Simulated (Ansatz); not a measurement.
A run of Ansatz (development build ahead of 0.2.0) on doublet C2(-) in separate pieces at this shape:

```xyz
2

C     0.0000    0.0000    0.0000
C     0.0000    0.0000    4.0000
```

Its results:

```yaml
Converged: yes
Total_energy: -75.59970 hartree
Spin_squared_of_the_determinant: 0.750
Stability_test: minimum among restricted orbitals
```

(1) Which input gives this output? Name the method, the orbitals and the basis set, and write the input.

## Answers

(1) PBE (restricted open-shell) in pcseg-2.

```yaml
crystal:
  periodic: [false, false, false]
  atoms:
    - { symbol: C, position_ang: [0.0, 0.0, 0.0] }
    - { symbol: C, position_ang: [0.0, 0.0, 4.0] }
basis:
  gaussian: { orbitals: pcseg-2 }
total_charge: -1
magnetization:
  initial_magnetization: 1
hamiltonian:
  xc: pbe
```

Caution: stretched shape with no unrestricted run beside it, a lower state can exist; no diffuse functions for an anion; charge can spread falsely over distant fragments.
